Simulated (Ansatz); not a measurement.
SiH4O (SMILES O[SiH3]): the energy, rung by rung

The species is SiH4O (6 atoms), meant as a singlet with charge 0. As SMILES, `O[SiH3]`. The shape is that of a PBE0-D4/def2-TZVP optimisation.

```xyz
6

O     0.6367   -1.0303    0.4190
Si   -0.0357    0.3465   -0.1870
H     0.0691   -1.6292    0.9047
H    -1.1283    0.0457   -1.1528
H     1.0605    1.0649   -0.8756
H    -0.6023    1.2024    0.8917
```

Each level gives the energy change with the Si2–H5 bond stretched from 1.481 to 3.701 Å (eV). The values are calculated.

| level | kind | program | value (eV) | less FCI/STO-3G | CPU time (all runs) |
| --- | --- | --- | --- | --- | --- |
| revPBE/STO-3G (restricted) | GGA | Ansatz | 6.74 | +1.68 | 2 s |
| r2SCAN/STO-3G (restricted) | meta-GGA | Ansatz | 7.31 | +2.25 | 4.8 s |
| B3LYP/STO-3G (restricted) | global hybrid | Ansatz | 7.50 | +2.44 | 2.2 s |
| PBE0/STO-3G (restricted) | global hybrid | Ansatz | 7.82 | +2.76 | 2 s |
| HSE06/STO-3G (restricted) | range-separated hybrid | Ansatz | 7.77 | +2.71 | 2.4 s |
| B2PLYP/STO-3G (restricted) | double hybrid | Ansatz | 6.90 | +1.84 | 2.5 s |
| MP2/STO-3G (restricted) | perturbation theory | Ansatz | 6.53 | +1.47 | 0.19 s |
| CCSDT(Q)/STO-3G (restricted) | coupled cluster or CI | Ansatz | 5.06 | 0.00 | 0.47 s |
| CCSDTQ/STO-3G (restricted) | coupled cluster or CI | Ansatz | 5.06 | 0.00 | 6.4 s |
| FCI/STO-3G | exact in the basis | Ansatz | 5.06 | 0.00 | 5.3 s |

FCI/STO-3G is exact within its basis and frozen core, so for wave-function methods in that basis the difference is their error; functionals converge differently with the basis, so for them it is only a difference. The first shape isn't each level's own minimum. The values span 5.06 to 7.82 eV. All rows use very small basis sets, so none should be taken for the real molecule's value. In so small a basis fixed costs decide the times, and correlated methods can beat functionals. CPU times are rough (shared hosts, several kinds of processor and program).
